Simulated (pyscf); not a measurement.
Optimised with ωB97X-D3(BJ)/def2-SVP in PySCF. Correlated levels are frozen-core, on RHF or UHF. ΔMP2 is the change of the MP2 total energy from the triple- to the quadruple-zeta basis.

What is the homolytic dissociation enthalpy (298 K, CCSD(T)/def2-TZVPP + ΔMP2(QZVPP)) of the Mg–O bond of H₃C–Mg–OH, to [H₃C–Mg]• + OH•?

Mg–O to [H₃C–Mg]• + OH•: 4.88 eV. The radicals are drawn with the spin at the cut bond; how far it spreads was not checked. Other isomers of [H₃C–Mg]• were not searched in full and may lie lower. The CCSD(T) − MP2 part came from Ansatz, without density fitting, on the same reference. The frozen core leaves the outer d or s,p core shells of the metals and heavy elements correlated in the MP2 and CC values, and def2-TZVPP describes them poorly, which can shift differences by a few kcal/mol. Left out: the spin-orbit lowering of OH.
